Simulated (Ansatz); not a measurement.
**AlSiH6 (doublet): HSE06, B2PLYP, RPA-PBE over a scan of the distance Al1–H4 along a hydrogen transfer, cc-pVDZ**

The task here is to estimate one member of a computed series from the others.

Method: cc-pVDZ, all electrons in the functionals, frozen cores in the correlation of double hybrids and RPA; program: Ansatz 0.2.0, Gaussian basis.

Plan: HSE06, B2PLYP, RPA-PBE, at 1.586 Å; 1.707 Å; 1.948 Å; 2.190 Å; 2.432 Å.

## The system

The geometry derives from fragments relaxed apart (PBE0/def2-TZVP) and kept rigid, so it is no stationary point. A hydrogen atom is moved between rigid fragments.

8 atoms, charge 0, spin multiplicity 2.

Atoms are counted from 1 here; the program's logs count them from 0.

Bond lengths: Al1–H2 1.586 Å, Al1–H3 1.586 Å, Al1–H4 1.586 Å, Si5–H6 1.486 Å, Si5–H7 1.486 Å, Si5–H8 1.486 Å. Angles: H2–Al1–H3 120.0°, H2–Al1–H4 120.0°, H3–Al1–H4 120.0°, H6–Si5–H7 111.3°, H6–Si5–H8 111.3°, H7–Si5–H8 111.3°.

No dispersion term is added. HSE06 is the plane-wave form.

The geometry shown and the zero of energy belong to the point 1.586 Å. The yardstick, UCCSDT(Q), and other wave-function levels (R restricted, U unrestricted, valence and pair active spaces) come from earlier runs.

The first run:

Contents of in.yaml:

```yaml
crystal:
  periodic: [false, false, false]
  atoms:
    - {symbol: Al, position_ang: [-1.993235, 0.000000, 0.000000]}
    - {symbol: H, position_ang: [-2.786159, 1.373384, 0.000000]}
    - {symbol: H, position_ang: [-2.786159, -1.373384, 0.000001]}
    - {symbol: H, position_ang: [-0.407388, 0.000000, 0.000000]}
    - {symbol: Si, position_ang: [1.878765, 0.000000, 0.000000]}
    - {symbol: H, position_ang: [2.328737, -1.416253, 0.000000]}
    - {symbol: H, position_ang: [2.328739, 0.708126, -1.226512]}
    - {symbol: H, position_ang: [2.328739, 0.708127, 1.226511]}
basis:
  gaussian: {orbitals: cc-pVDZ}
magnetization: {spin_polarized: true, initial_magnetization: 1}
hamiltonian: {xc: {name: HSE06}}
```

On the command line:

```bash
ansatz run in.yaml --threads 1 --pin off --events-out ev --progress --plain --max-ram 3968MiB --backend cpu
```

Steps of the session up to this table: HSE06, 1.586 Å; HSE06, 1.707 Å; HSE06, 1.948 Å; HSE06, 2.190 Å; HSE06, 2.432 Å; B2PLYP, 1.586 Å; B2PLYP, 1.707 Å; B2PLYP, 1.948 Å; B2PLYP, 2.190 Å; B2PLYP, 2.432 Å; RPA-PBE, 1.586 Å; RPA-PBE, 1.707 Å; RPA-PBE, 1.948 Å; RPA-PBE, 2.190 Å; RPA-PBE, 2.432 Å.

One of the session's tables, all rows but one given; the rest of the session is left out.

| level | 1.707 Å | 1.948 Å | 2.190 Å | 2.432 Å |
| --- | --- | --- | --- | --- |
| UCCSDT(Q) | ? | ? | ? | ? |
| HSE06 | -0.009 | 0.023 | -0.181 | -0.243 |
| B2PLYP | 0.032 | 0.124 | -0.110 | -0.244 |
| RPA-PBE | 0.043 | 0.124 | -0.150 | -0.330 |

Q: Estimate the row for UCCSDT(Q) from the others.

The run gave: 1.707 Å: 0.050; 1.948 Å: 0.170; 2.190 Å: -0.087; 2.432 Å: -0.261. In the column «1.707 Å» it is the highest.

Limits of these values: Energies in eV, counted from 1.586 Å; blanks weren't run or aren't comparable.
